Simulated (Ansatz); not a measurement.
A made-up structure of CHOS (charge -1), singlet:

O1  (-0.865, -0.207, 1.791)
C2  (-0.573, 0.554, 0.993)
S3  (0.676, -0.792, -1.133)
H4  (-0.209, 1.468, 0.599)
(Å)

It is relaxed with PBE-D4/def2-SVPD and then PBE0-D4/def2-TZVPD (Ansatz 0.2.0). Atoms count as bonded within 1.22 times the sum of their covalent radii (H–H: 0.88 Å). The end point is not checked to be a true minimum.

Q: Does its bonding change? (Judge from chemistry; the calculation decides.)

A: The calculation gives: Yes. Formed: C2–S3; broken: none.

Where it ends: The first stage lowers the energy by 3.63 eV in 9 steps. It ends as CHOS ([O][CH][S]), total charge -1:
O1  (-0.841, -0.164, 1.665)
C2  (-0.298, 0.297, 0.667)
S3  (0.410, -0.518, -0.662)
H4  (-0.240, 1.409, 0.579)
(Å)

Labels in which every atom is bracketed show which atoms are joined, not bond orders.

For scale, one of the runs: PBE0-D4/def2-TZVPD relaxation, 132 basis functions, launched by `ansatz run in.yaml --threads 2 --pin off --events-out ev --progress --plain --max-ram 4352MiB`. The run took about 15 s on 2 CPU threads of an Arm Neoverse V1 (shared host).
